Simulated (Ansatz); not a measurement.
# AlSiH₄− (SMILES [AlH2][SiH2-]): single points off equilibrium

An exercise on one series of results from a longer session: the logs are not shown, and one member is left open.

The runs use Ansatz 0.2.0, Gaussian basis; single points in def2-TZVPPD.

Correlated methods freeze the cores.

**Where the work starts**

SMILES `[AlH2][SiH2-]`, 6 atoms, charge -1, spin multiplicity 1.

Atoms are counted from 1 here; the program's logs count them from 0.

Bond lengths: Al1–Si2 2.354 Å, Al1–H3 1.747 Å, Al1–H4 1.475 Å, Si2–H5 1.571 Å, Si2–H6 1.567 Å. Angles: Si2–Al1–H3 130.0°, Si2–Al1–H4 137.3°, H3–Al1–H4 92.3°, Al1–Si2–H5 88.9°, Al1–Si2–H6 105.2°, H5–Si2–H6 93.9°.

Coordinates:

```xyz
6
charge -1, multiplicity 1
Al    0.00470   -0.92750   -0.10650
Si    0.96590    1.18740    0.27470
H    -1.60370   -1.51140    0.24640
H     0.45790   -2.26180   -0.54060
H     0.27650    1.70520   -1.03820
H    -0.03740    1.92900    1.22260
```

Set-up of the first run:

run/in.yaml reads:

```yaml
crystal:
  periodic: [false, false, false]
  atoms:
    - {symbol: Al, position_ang: [0.004700, -0.927500, -0.106500]}
    - {symbol: Si, position_ang: [0.965900, 1.187400, 0.274700]}
    - {symbol: H, position_ang: [-1.603700, -1.511400, 0.246400]}
    - {symbol: H, position_ang: [0.457900, -2.261800, -0.540600]}
    - {symbol: H, position_ang: [0.276500, 1.705200, -1.038200]}
    - {symbol: H, position_ang: [-0.037400, 1.929000, 1.222600]}
basis:
  gaussian: {orbitals: "def2-TZVPPD.json"}
total_charge: -1
correlation: {method: ccsd_t}
output: {forces: true}
```

The basis file named in the input lies beside it (Basis Set Exchange, JSON).

No record of the launch command was kept for these runs.

Among the steps run: CCSD(T)/def2-TZVPPD; PBE0-D4/def2-TZVPPD; wB97M-V/def2-TZVPPD; r2SCAN-D4/def2-TZVPPD; PBE-D4/def2-TZVPPD; B97M-V/def2-TZVPPD; CAM-B3LYP-D4/def2-TZVPPD.

One of the session's tables, all rows but one given; the rest of the session is left out.

```
      method  RMS force component (eV/Å)  angle to CCSD(T) forces (°)
     CCSD(T)                       0.981                    reference
     PBE0-D4                           ?                            ?
     wB97M-V                       0.954                          2.9
   r2SCAN-D4                       0.958                          3.8
      PBE-D4                       0.951                          8.0
      B97M-V                       0.929                          5.4
CAM-B3LYP-D4                       0.954                          3.5
```

Q: Estimate the row for PBE0-D4 from the others.

As computed: RMS force component (eV/Å): 0.962; angle to CCSD(T) forces (°): 3.7. In the column «RMS force component (eV/Å)» it lies between r2SCAN-D4 (0.958) and CCSD(T) (0.981).
